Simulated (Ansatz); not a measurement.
Silane, H4Si, relaxed with RKS PBE0-D4/def2-TZVP in Ansatz 0.2.0 from a GFN2-xTB geometry. The force threshold is 0.005 eV/Å; the program also tests the step.

The species carries charge 0 and has multiplicity 1.

Start:

```xyz
5

Si    0.000   -0.001    0.000
H    -0.610    0.198   -1.312
H     0.291    1.299    0.601
H     1.241   -0.758   -0.150
H    -0.922   -0.738    0.860
```

(1) By how much does the energy fall, and how many steps does the optimiser take? (An estimate is asked.)

(2) Which bonds change most? (Best estimate.)

(3) Give the relaxed structure. (Best estimate.)

## Answers

(1) Ansatz gave: 2.14 kJ/mol, in 2 steps.

(2) Ansatz gave: Si1–H2 from 1.461 to 1.485 Å; Si1–H3 from 1.461 to 1.485 Å; Si1–H5 from 1.461 to 1.485 Å; Si1–H4 from 1.461 to 1.485 Å.

(3) The calculation gave: 
```xyz
5

Si    0.000    0.000    0.000
H    -0.621    0.201   -1.334
H     0.297    1.320    0.611
H     1.260   -0.770   -0.152
H    -0.937   -0.751    0.874
```
